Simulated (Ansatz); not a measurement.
Geometry optimisation, RKS PBE0/def2-SVP in Ansatz.

The input (input.yaml):

```yaml
crystal:
  periodic: [false, false, false]
  atoms:
    - { symbol: B, position_ang: [0.0, 0.0, 0.0] }
    - { symbol: "N", position_ang: [0.0, 0.0, 1.55] }
    - { symbol: H, position_ang: [-0.877, -0.2713, 2.08] }
    - { symbol: H, position_ang: [0.877, 0.2713, 2.08] }
    - { symbol: Cl, position_ang: [1.6108, 0.0, -0.93] }
    - { symbol: H, position_ang: [-1.0305, 0.0, -0.595] }
basis:
  gaussian: { orbitals: def2-SVP }
hamiltonian:
  xc: pbe0
relax:
  f_tol: 0.02
  max_steps: 40
```

Run as:

```bash
$ ansatz run input.yaml --threads 1 --pin off --max-ram 2048MiB --backend cpu --events-out ev --progress --plain --runs-dir out
```

Question: Where does it end, and by what steps?

Answer: The forces met the threshold. After 5 steps the energy has fallen by 0.749 eV; H3 moved furthest, 0.22 Å.

```csv
step,energy less start (eV),largest force component (eV/Å),accepted
0,0.0000,3.968,yes
1,-0.6420,1.543,yes
2,-0.7146,1.635,yes
3,-0.7480,0.258,yes
4,-0.7493,0.080,yes
5,-0.7495,0.007,yes
```

```xyz
6
Properties=species:S:1:pos:R:3
B 0.012 -0.016 0.074
N 0.017 0.002 1.460
H -0.834 -0.074 2.001
H 0.862 0.090 2.010
Cl 1.540 0.121 -0.815
H -1.016 -0.123 -0.545
```

Whether the end is a true minimum wasn't checked by a vibrational analysis.

Run time: 11 s on 1 thread of Arm Neoverse V1, on a shared host, peak memory 0.12 GiB.
